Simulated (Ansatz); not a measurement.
Results of HSE06 (Ansatz, an electronic-structure program, plane waves, PAW) for hcp Hf.

Run with plane-wave cutoff 500 eV, 12×12×6 k mesh (along the axes of the cell as run), Fermi–Dirac smearing 0.1 eV, scalar-relativistic PAW data made under PBE.

Computed at the level's own relaxed cell.

Q: Predict the volume per atom, equilibrium lattice constant a and c axis length.

A: 
- volume per atom = 22.76 Å³/atom
- equilibrium lattice constant a = 3.220 Å
- c axis length = 5.069 Å

Measured, for comparison: lattice constant a 3.194 Å (293 K, not corrected to a static lattice, our sources range from 3.194 to 3.200; as tabulated in Wikipedia's data pages); lattice parameter c 5.051 Å (293 K, not corrected to a static lattice; as tabulated in Wikipedia's data pages). Computed (rounded) less measured: lattice constant a +0.8 % (+0.6 % to +0.8 % over the range), lattice parameter c +0.4 %.

Note: exact exchange on metals is sensitive to the k mesh and can open a false gap; the run warned that the count of filled bands differs between k points.

Spin–orbit coupling is not included.

Computed values are for the static lattice.

Computing time: roughly 50 core-minutes.
